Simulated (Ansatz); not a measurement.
# HMg2: the cost of one run

Method: def2-QZVPP, all electrons in the functionals, frozen cores in the correlation of double hybrids and RPA; program: Ansatz 0.2.0, Gaussian basis.

To be run: PBE, BLYP, r2SCAN, B97M-V, PBE0, B3LYP, wB97M-V, B2PLYP, at charge 0, doublet; charge 0, quartet; charge 1, singlet; charge 1, triplet.

2 further runs of the same task are left out: 2 set aside as unsound or not needed.

## 1. The system

The geometry is a PBE0/def2-TZVP stationary point (not a proven minimum).

3 atoms, charge 0, spin multiplicity 2.

Atoms are counted from 1 here; the program's logs count them from 0.

Bond lengths: Mg1–H3 1.736 Å.

No dispersion term is added; B97M-V, wB97M-V hold VV10 nonlocal correlation. B3LYP takes the VWN-RPA correlation.

The geometry shown and the zero of energy belong to the point charge 0, doublet. The yardstick, UCCSD(T), and other wave-function levels (R restricted, U unrestricted, valence and pair active spaces) come from earlier runs.

## 2. PBE, charge 0, doublet

Input file in.yaml:

```yaml
crystal:
  periodic: [false, false, false]
  atoms:
    - {symbol: Mg, position_ang: [0.000000, 0.000000, 0.437459]}
    - {symbol: Mg, position_ang: [0.000000, 0.000000, -2.610772]}
    - {symbol: H, position_ang: [0.000000, 0.000000, 2.173313]}
basis:
  gaussian: {orbitals: "def2-QZVPP.json"}
magnetization: {spin_polarized: true, initial_magnetization: 1}
hamiltonian: {xc: {name: PBE}}
output: {orbitals: {seedname: orbitals}}
```

Command:

```
$ ansatz run in.yaml --threads 1 --pin off --events-out ev --progress --plain --max-ram 2393MiB
```

What time and memory should one allow on 1 thread of Arm Neoverse V2, shared host?

About 6.5 s, with a peak of 0.27 GiB.
